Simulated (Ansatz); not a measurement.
Basis-set extrapolation for `C/C=C(\O)Cl` (PBE0-D4/def2-TZVP geometry, frozen core, Ansatz 0.2.0). Multiplicity 1, RHF reference.

```
                      def2-TZVPP   def2-QZVPP
                 HF  -650.941342  -650.962971
    MP2 correlation    -0.925243    -0.996146
CCSD(T) correlation    -1.005413      not run
```

Energies in hartree. Use E(X) = E(∞) + A·exp(−7.88·√X) for Hartree–Fock and E(X) = E(∞) + B·X^(−2.97) for correlation, with X = 3 and 4, and add CCSD(T) minus MP2 of the smaller set to the MP2 limit.

What is the CCSD(T) energy at the basis-set limit?

HF limit: -650.962971 + (-0.021629) × 0.13774 = -650.96595. MP2 limit: -0.996146 + (-0.070903) × 0.74074 = -1.04867. Higher-order term: -1.005413 − (-0.925243) = -0.08017. Total: -652.09479 hartree, 388.7 kJ/mol below CCSD(T)/def2-TZVPP.
